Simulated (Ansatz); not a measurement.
Energy needed to pull apart AlHOF (SMILES [O][AlH][F]), doublet, into free ground-state atoms, from the structure below (displaced at random from a GFN2-xTB minimum); no zero-point or spin–orbit terms; open-shell atoms are treated unrestricted, in their ground-state multiplicity.

```xyz
4
angstrom
O 0.0066 -1.0525 1.4061
Al -0.0701 -0.1131 0.0501
F -1.0293 0.1753 -1.3366
H 1.1054 0.9435 -0.1472
```

Program: Ansatz 0.2.0. Basis: def2-TZVPP. Cores are frozen in the correlated methods; orbitals are unrestricted.

| method | atomization energy (kcal/mol) |
| --- | --- |
| PBE-D4 | 304.2 |
| r2SCAN-D4 | ? |
| PBE0-D4 | 291.2 |
| CAM-B3LYP-D4 | 300.8 |
| LC-wPBE | 298.6 |
| wB97M-V | ? |
| HF | 213.3 |
| MP2 | 300.3 |
| CCSD | 284.5 |
| CCSD(T) | 289.4 |

Problem. What does r2SCAN-D4 give? (Judge from chemistry; the value comes from the calculation.)

Solution. By the calculation: 302.9 kcal/mol, which is about 13.5 kcal/mol more than CCSD(T)/def2-TZVPP.

Problem. What does wB97M-V give? (To be estimated.)

Solution. The calculation gives: 298.9 kcal/mol, which is about 9.6 kcal/mol more than CCSD(T)/def2-TZVPP.

In triple zeta the MP2 and coupled-cluster atomization energies are still short of their basis limit by a few kcal/mol a bond, whereas those of the functionals are nearly converged, so these differences are not deviations from converged CCSD(T).

T1 diagnostic: at most 0.020. ⟨S²⟩ of the unrestricted Hartree–Fock references: 0.76 (a pure state has 0.75).

For scale, one of the runs: CCSD(T)/def2-TZVPP forces, 118 basis functions, launched by `ansatz run in.yaml --threads 4 --pin off --events-out ev --progress --plain --max-ram 5222MiB`. Hardware: 4 CPU threads of an Arm Neoverse N1, shared host. Wall time 2.8 min; peak host memory 2.7 GiB.
